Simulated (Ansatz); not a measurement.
Geometry optimisation, RKS PBE-D4/def2-SVP in Ansatz 0.2.0.

input.yaml

```yaml
crystal:
  periodic: [false, false, false]
  atoms:
    - { symbol: Si, position_ang: [0.0, 0.0, 0.0] }
    - { symbol: H, position_ang: [0.0, 0.0, 1.46] }
    - { symbol: H, position_ang: [1.3768, 0.0, -0.4862] }
    - { symbol: H, position_ang: [-0.6877, 1.1914, -0.4862] }
    - { symbol: Si, position_ang: [-1.0456, -1.8115, -0.7393] }
    - { symbol: H, position_ang: [-1.7029, -2.4846, 0.3772] }
    - { symbol: H, position_ang: [-2.0454, -1.4265, -1.7311] }
    - { symbol: H, position_ang: [-0.0777, -2.7173, -1.3511] }
basis:
  gaussian: { orbitals: def2-SVP }
hamiltonian:
  xc: pbe
  dispersion: d4
relax:
  f_tol: 0.02
  max_steps: 40
```

Run as:

```bash
$ ansatz run input.yaml --threads 1 --pin off --max-ram 2048MiB --backend cpu --events-out ev --progress --plain --runs-dir out
```

Problem. Where does it end, and by what steps?

Solution. The forces met the threshold. The force dipped under the threshold on the way, but the program's further checks kept it going. After 14 steps the energy has fallen by 0.296 eV; H7 moved furthest, 0.62 Å.

```json
{"step": "0", "energy less start (eV)": "0.0000", "largest force component (eV/Å)": "0.869", "accepted": "yes"}
{"step": "1", "energy less start (eV)": "-0.2411", "largest force component (eV/Å)": "0.235", "accepted": "yes"}
{"step": "2", "energy less start (eV)": "-0.2580", "largest force component (eV/Å)": "0.022", "accepted": "yes"}
{"step": "3", "energy less start (eV)": "-0.2668", "largest force component (eV/Å)": "0.028", "accepted": "yes"}
{"step": "4", "energy less start (eV)": "-0.2675", "largest force component (eV/Å)": "0.013", "accepted": "yes"}
{"step": "5", "energy less start (eV)": "-0.2637", "largest force component (eV/Å)": "0.380", "accepted": "no"}
{"step": "6", "energy less start (eV)": "-0.2743", "largest force component (eV/Å)": "0.084", "accepted": "yes"}
{"step": "7", "energy less start (eV)": "-0.2805", "largest force component (eV/Å)": "0.128", "accepted": "yes"}
{"step": "8", "energy less start (eV)": "-0.2854", "largest force component (eV/Å)": "0.159", "accepted": "yes"}
{"step": "9", "energy less start (eV)": "-0.2912", "largest force component (eV/Å)": "0.098", "accepted": "yes"}
{"step": "10", "energy less start (eV)": "-0.2890", "largest force component (eV/Å)": "0.128", "accepted": "no"}
{"step": "11", "energy less start (eV)": "-0.2950", "largest force component (eV/Å)": "0.005", "accepted": "yes"}
{"step": "12", "energy less start (eV)": "-0.2958", "largest force component (eV/Å)": "0.008", "accepted": "yes"}
{"step": "13", "energy less start (eV)": "-0.2960", "largest force component (eV/Å)": "0.023", "accepted": "yes"}
{"step": "14", "energy less start (eV)": "-0.2960", "largest force component (eV/Å)": "0.004", "accepted": "yes"}
```

```xyz
8
Properties=species:S:1:pos:R:3
Si 0.032 0.054 0.023
H 0.588 -0.192 1.400
H 1.166 0.413 -0.900
H -0.923 1.217 0.088
Si -1.077 -1.866 -0.762
H -2.218 -2.219 0.155
H -1.625 -1.624 -2.143
H -0.125 -3.031 -0.817
```

The run took 21 s on 1 thread of Arm Neoverse V1, with other jobs on the host, peak memory 0.11 GiB.
